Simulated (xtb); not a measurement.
A run for xtb: GFN2-xTB on C2H9NO (a complex).

```
$ xtb mol.xyz --gfn 2 --sp --chrg 0 --uhf 0
13

O     -1.59532105     0.72075480    -0.00266068
H     -0.62277705     0.74663480    -0.00770768
C     -1.96507205    -0.63899120    -0.00743268
H     -3.05132505    -0.68827120    -0.00318168
H     -1.61180705    -1.16972720    -0.89678968
H     -1.60448105    -1.17789620     0.87403332
N      1.54024095     0.62580280    -0.01293468
H      1.91086095     1.13357880     0.78019832
H      1.91098395     1.09014080    -0.83219368
C      2.01799295    -0.76023120     0.02452632
H      1.62610895    -1.29425620    -0.83766468
H      3.10470495    -0.86696620     0.02756132
H      1.62586695    -1.24696120     0.91415932
```

The head of its log:

```
[...]
           -------------------------------------------------
          |                Calculation Setup                |
           -------------------------------------------------



molecular fragmentation (1/2 indicates fragments):
1111112222222
# atoms in fragment 1/2:     6     7
 fragment masses (1/2) :       32.04       31.06
CMA distance (Bohr)    :   6.721
constraining FC (au)   :  0.0500

           -------------------------------------------------
          |                 G F N 2 - x T B                 |
           -------------------------------------------------

        Reference                      10.1021/acs.jctc.8b01176
      * Hamiltonian:
        H0-scaling (s, p, d)           1.850000    2.230000    2.230000
        zeta-weighting                 0.500000
      * Dispersion:
        s8                             2.700000
        a1                             0.520000
        a2                             5.000000
        s9                             5.000000
      * Repulsion:
        kExp                           1.500000    1.000000
        rExp                           1.000000
      * Coulomb:
        alpha                          2.000000
        third order                    shell-resolved
        anisotropic                    true
        a3                             3.000000
        a5                             4.000000
        cn-shift                       1.200000
        cn-exp                         4.000000
        max-rad                        5.000000


          ...................................................
          :                      SETUP                      :
          :.................................................:
          :  # basis functions                  25          :
          :  # atomic orbitals                  25          :
          :  # shells                           17          :
          :  # electrons                        28          :
          :  max. iterations                   250          :
          :  Hamiltonian                  GFN2-xTB          :
          :  restarted?                      false          :
          :  GBSA solvation                  false          :
          :  PC potential                    false          :
          :  electronic temp.          300.0000000     K    :
          :  accuracy                    1.0000000          :
          :  -> integral cutoff          0.2500000E+02      :
          :  -> integral neglect         0.1000000E-07      :
          :  -> SCF convergence          0.1000000E-05 Eh   :
          :  -> wf. convergence          0.1000000E-03 e    :
          :  Broyden damping             0.4000000          :
          :  net charge                          0          :
          :  unpaired electrons                  0          :
          ...................................................

 iter      E             dE          RMSdq      gap      omega  full diag
   1    -15.9597710 -0.159598E+02  0.380E+00   11.03       0.0  T
   2    -15.9901726 -0.304017E-01  0.201E+00   11.45       1.0  T
```

What total energy does the run end on?

-15.8206 hartree.
